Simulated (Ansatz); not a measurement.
Reaction: C2H7N (N-methylmethanamine, SMILES CNC) + H+ → C2H8N+ (SMILES C[NH2+]C)
Each species at its own B3LYP-D3(BJ)/def2-TZVP minimum (Ansatz, a quantum-chemistry and plane-wave program).

Wanted: proton affinity (electronic), positive where energy is released, in kJ/mol. Radicals and triplets start from unrestricted determinants; spin-orbit coupling is neglected. CBS(X,Y): correlation extrapolated as X^-3, Hartree-Fock from the larger set. A bracket is a step between two methods taken in the basis named. Functionals run without relativity, which enters their misses. Double hybrids freeze cores in their MP2 part. 'core' is core correlation in cc-pwCVTZ, 'X2C' scalar relativity in cc-pVTZ-DK, both at CCSD(T).

CCSD(T)/CBS(cc-pVTZ,cc-pVQZ) + [CCSDT(Q) - CCSD(T)]/cc-pVDZ + core + X2C (Ansatz) gives 966.0 kJ/mol.

Problem. What does PBE/def2-TZVPD (Ansatz) give here, and how do the other levels compare?

Solution. PBE gives 953.4 kJ/mol, 12.6 kJ/mol below it. Differences of the others: r2SCAN/def2-TZVPD (Ansatz) -3.4; B3LYP/def2-TZVPD (Ansatz) -5.5; wB97M-V/def2-TZVPD (Ansatz) -15.9; B2PLYP/def2-TZVPD (Ansatz) -6.9; CCSD(T)/CBS(cc-pVTZ,cc-pVQZ) + core + X2C (Ansatz) 0.1 kJ/mol. Nearer than PBE: r2SCAN/def2-TZVPD, B3LYP/def2-TZVPD, B2PLYP/def2-TZVPD, CCSD(T)/CBS(cc-pVTZ,cc-pVQZ) + core + X2C.
